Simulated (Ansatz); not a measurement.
**CHBCl radical (SMILES [B]=CCl): functionals against CCSD(T) at one geometry**

One table from this session's results is given with a row withheld; the runs are named, their logs left out.

The runs use Ansatz 0.2.0, Gaussian basis; single points in def2-TZVPP.

Correlated methods freeze the cores. Orbitals are unrestricted.

**The system as given**

SMILES `[B]=CCl`, 4 atoms, charge 0, spin multiplicity 2.

Atoms are counted from 1 here; the program's logs count them from 0.

Bond lengths: B1–C2 1.275 Å, C2–Cl3 1.691 Å, C2–H4 1.091 Å. Angles: B1–C2–Cl3 141.6°, B1–C2–H4 112.0°, Cl3–C2–H4 106.3°.

Geometry (Å):

```
B    -1.3053   -0.0464    0.3849
C    -0.0648   -0.0160    0.0935
Cl    1.4319   -0.6167    0.6023
H     0.1282    0.5558   -0.8154
```

The first run:

Contents of run/in.yaml:

```yaml
crystal:
  periodic: [false, false, false]
  atoms:
    - {symbol: B, position_ang: [-1.305300, -0.046400, 0.384900]}
    - {symbol: C, position_ang: [-0.064800, -0.016000, 0.093500]}
    - {symbol: Cl, position_ang: [1.431900, -0.616700, 0.602300]}
    - {symbol: H, position_ang: [0.128200, 0.555800, -0.815400]}
basis:
  gaussian: {orbitals: def2-TZVPP}
magnetization: {spin_polarized: true, initial_magnetization: 1}
correlation: {method: ccsd_t}
scf: {omitted_lower_state_checks: [cluster_reference]}
output: {forces: true}
```

The command line of these runs was not kept.

Among the steps run: CCSD(T)/def2-TZVPP; PBE0-D4/def2-TZVPP; wB97M-V/def2-TZVPP; r2SCAN-D4/def2-TZVPP; PBE-D4/def2-TZVPP; r2SCAN0-D4/def2-TZVPP; wB97X-V/def2-TZVPP.

One table of the session follows, with a row left open; its other results are not shown here.

```
    method  RMS force component (eV/Å)  angle to CCSD(T) forces (°)  dipole (D)
   CCSD(T)                       3.158                    reference        1.19
   PBE0-D4                       2.931                          2.5        1.23
   wB97M-V                       2.836                          0.8        1.29
 r2SCAN-D4                       2.957                          1.5        1.21
    PBE-D4                       3.017                          2.8        1.04
r2SCAN0-D4                       2.900                          2.9        1.33
   wB97X-V                           ?                            ?           ?
```

Q: Estimate the row for wB97X-V from the others.

The run gave: RMS force component (eV/Å): 2.965; angle to CCSD(T) forces (°): 1.0; dipole (D): 1.34. In the column «RMS force component (eV/Å)» it lies between r2SCAN-D4 (2.957) and PBE-D4 (3.017).
